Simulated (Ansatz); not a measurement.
Consider the isomerisation: `FCC1=C(F)N1` → `FCC1(F)C=N1`.

Gas-phase electronic energies from Ansatz, PBE0-D4/def2-TZVP geometries. CCSD(T)/CBS is the MP2 limit (def2-TZVPP, def2-QZVPP) plus CCSD(T) − MP2 in def2-TZVPP, frozen cores. DFT in def2-TZVPP. One conformer a species, not always the lowest.

`FCC1=C(F)N1`:

Z-matrix (Å, degrees):
```
C
C 1 1.450
F 1 1.386 2 112.1
H 1 1.093 2 111.1 3 120.1
H 1 1.094 2 108.9 3 -119.7
C 2 1.273 1 163.1 3 71.9
N 2 1.633 1 136.9 3 -61.2
F 6 1.294 2 150.4 1 36.1
H 7 1.025 2 108.9 1 -95.0
```

`FCC1(F)C=N1`:

Cartesian coordinates in Å:
```
F 0.751 0.140 -1.884
C 0.820 -0.427 -0.629
C 0.004 0.352 0.346
F 0.593 1.540 0.661
C -1.387 0.212 0.609
N -0.655 -0.335 1.475
H 0.443 -1.451 -0.686
H 1.867 -0.433 -0.314
H -2.436 0.403 0.421
```

```
        level  ΔE (kcal/mol)
      ωB97M-V          -42.5
          PBE          -36.2
HF/def2-TZVPP          -48.2
MP2/CBS(def2)          -42.3
```

(1) What does CCSD(T)/CBS give? (Estimate.)

Largest T1 diagnostic among the species: 0.013.

Results:

(1) Ansatz gave: -42.5 kcal/mol. The listed levels differ from it by 0.0, 6.3, -5.7, 0.2 kcal/mol.

In def2-TZVPP, CCSD(T) changes the Hartree–Fock value by +5.6 kcal/mol (the triples alone add +1.3 kcal/mol) and MP2 by +5.8 kcal/mol. From PBE to PBE0 (25 % exact exchange), in def2-TZVPP and without D4, ΔE moves by −3.5 kcal/mol.
